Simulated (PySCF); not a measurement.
## CH5ClSi

CH5ClSi is a small molecule, neutral, singlet. The structure, one conformer, was relaxed in the gas phase by PBE0-D3(BJ)/def2-SVP. No frequency run checks that it is a minimum.

SMILES: C[SiH2]Cl

```xyz
8

Si    0.937   -0.064   -0.021
C    -0.919    0.119    0.021
Cl    1.815    1.811    0.148
H     1.396   -0.664   -1.306
H     1.427   -0.894    1.117
H    -1.265    0.753   -0.809
H    -1.242    0.579    0.967
H    -1.400   -0.868   -0.069
```
Atom numbers follow the order of the file, from 1.

Shieldings: GIAO PBE0/pcSseg-2. Shifts are against computed references at the same level: C TMS (σ 184.1 ppm), H TMS (σ 31.24 ppm), Si TMS (σ 341.3 ppm). Core levels by delta-SCF with SCAN, pcX-2 on the ionised atom and pcseg-1 elsewhere, spin-free X2C (2p3/2 is the spin-free 2p value less a third of a first-order spin-orbit splitting); from the vacuum level, for chosen atoms.

Q: Give the NMR and core-level values of the distinct atoms.

A: 
| atoms | bonded to | σ (ppm) | δ (ppm) | core level (eV) |
| --- | --- | --- | --- | --- |
| Si1 | 1 C + 1 Cl + 2 H | 348.8 | -7.5 | 2p3/2 107.74 |
| C2 | 1 Si + 3 H | 184.0 | 0.1 | 1s 290.73 |
| Cl3 | 1 Si | 975.6 | - | 2p3/2 205.86 |
| H4 H5 | 1 Si | 26.09 | 5.15 | - |
| H6 H7 H8 | 1 C | 30.75 | 0.50 | - |

Values are those of this one static structure, with the three H of a rotating XH3 group averaged; atoms that internal rotation interchanges would show their mean in an NMR spectrum.

Q: By CAM-B3LYP/def2-SVPD (TDDFT singlets, Tamm-Dancoff triplets, ionisation by delta-SCF), where does absorption start, and what does vertical ionisation take?

A: The lowest singlet lies at 7.67 eV (f 0.016), the strongest of the first 6 at 8.97 eV (f 0.079), the lowest triplet at 7.23 eV; vertical ionisation takes 11.19 eV.

The 3 runs behind this took 38 s in all, one thread each of Arm Neoverse V2 on a shared host, launched as `OMP_NUM_THREADS=1 python cluster_run.py task.json out`.
